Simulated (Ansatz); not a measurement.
HfMo2 (Fd-3m)

Theory: DFT r2SCAN, scalar-relativistic, plane waves, PAW in Ansatz.

Cutoff 500 eV; k points 8×8×8 on the computed 6-atom cell (Γ-centred); Gaussian smearing, width 0.10 eV; no spin polarisation.

The structure is relaxed at this level of theory with its symmetry kept. Whether it is the stable form of this composition wasn't checked.

```
Hf Mo
1.0
     0.00000    3.77272    3.77272
     3.77272    0.00000    3.77272
     3.77272    3.77272    0.00000
Hf Mo
2 4
Direct
  0.50000 0.50000 0.50000
  0.75000 0.75000 0.75000
  0.12500 0.12500 0.12500
  0.62500 0.12500 0.12500
  0.12500 0.12500 0.62500
  0.12500 0.62500 0.12500
```

```
Space group                                                       : Fd-3m (No. 227)
Volume per atom                                                   : 17.90 Å³
Formation energy from the elements' standard states (uncorrected) : -0.170 eV/atom
Generalised Kohn–Sham band gap                                    : none (metal)
Density of states at the Fermi level                              : 2.87 states/eV per cell
Löwdin character within 0.5 eV of the Fermi level                 : Mo 4d 59 %, Hf 5d 27 %, unprojected 5 %
Bulk modulus                                                      : 207 GPa
Its pressure derivative                                           : 3.9
Bader charges (e)                                                 : Hf (2 in the cell) 1.41, Mo (4 in the cell) -0.70
```

Spin-orbit coupling is left out, which matters for the bands of heavy elements.